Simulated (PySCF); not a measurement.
Propynyl isocyanide, C4H3N.
SMILES: `[C-]#[N+]C#CC`

The calculation used PBE0-D3(BJ)/def2-SVP geometry optimisation, gas phase in PySCF.

Masses are those of the commonest isotopes; rigid-rotor values at the optimised geometry. 

Problem. What are A, B and C (MHz)?

Solution. Ia = 3.20, Ib = 230.28, Ic = 230.28 u·Å²; 505379 MHz·u·Å²/I gives A = 158079, B = 2195, C = 2195 MHz.

Problem. What kind of rotor is it?

Solution. A prolate symmetric top, as the point group C3v requires two equal moments; Ray's κ = -1.000.

Problem. Where do the R-branch lines fall?

Solution. The dipole of 4.25 D lies along the symmetry axis, so ΔK = 0 and J+1 ← J falls at 2B(J+1) for every K: 4.39 GHz, 8.78 GHz, 13.17 GHz, 17.56 GHz, 21.95 GHz for J = 0 to 4.

Problem. Estimate the classical rotational partition function at 100 K.

Solution. Point group C3v, symmetry number σ = 3; q = (√π/σ)·√((kT/h)³/(ABC)), k/h = 20836.6 MHz/K: 2040 at 100 K.

PBE0-D3(BJ)/def2-SVP frequencies: not computed here. Zero-point vibration and centrifugal distortion are left out.

Time: 14 s of wall time; peak memory 0.33 GiB. Hardware: Arm Neoverse V1, one thread, no GPU, shared host. That covers the optimisation of the geometry.
